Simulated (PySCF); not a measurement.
Nuclear quadrupole coupling in ethanethiol

Ethanethiol, C₂H₆S.
Z-matrix (Å and degrees, PBE0-D3(BJ)/def2-SVP geometry), rows numbered from 1:
```
C 
C   1  1.5159
S   2  1.8213  1  114.24
H   1  1.1021  2  110.73  3  -177.24
H   1  1.1013  2  111.20  3    63.08
H   1  1.1000  2  110.99  3   -56.71
H   2  1.1013  1  110.90  3   117.01
H   2  1.1009  1  111.58  3  -124.38
H   3  1.3511  2   96.53  1   -63.71
```

Field gradients from the PBE0/pcSseg-1 density (PySCF, non-relativistic), principal values in atomic units, ordered |Vxx| ≤ |Vyy| ≤ |Vzz|:

```csv
atom,Vxx,Vyy,Vzz
S3,0.5564,2.3742,-2.9306
```

**Question.** Find the asymmetry η = (Vxx − Vyy)/Vzz and the couplings χ = eQV/h (234.96 MHz × Q in barn × V in au), with Q(33S) = −0.0678 b.

**Answer.** 
| atom | environment | nucleus | η | χzz (MHz) | χxx (MHz) | χyy (MHz) |
| --- | --- | --- | --- | --- | --- | --- |
| S3 | thiol sulfur | 33S | 0.62 | 46.69 | -8.86 | -37.82 |

**Question.** What is Vzz at S3 in SI units (1 au = 9.71736 × 10²¹ V/m²)?

**Answer.** -2.9306 au = -28.478 × 10²¹ V/m².

**Question.** What couplings would deuterons (Q(2H) = 0.00286 b) have in place of the hydrogens, at this geometry?

**Answer.** 
```tsv
atom	bonded to	bond length (Å)	Vzz (au)	η	χzz (kHz)
H4	C1	1.102	0.2897	0.03	195
H5	C1	1.101	0.2900	0.04	195
H6	C1	1.100	0.2907	0.03	195
H7	C2	1.101	0.2848	0.05	191
H8	C2	1.101	0.2862	0.03	192
H9	S3	1.351	0.2226	0.19	150
```

Geometry: PBE0-D3(BJ)/def2-SVP, one conformer, isolated molecule. With so small a basis the couplings can be 20 % off.
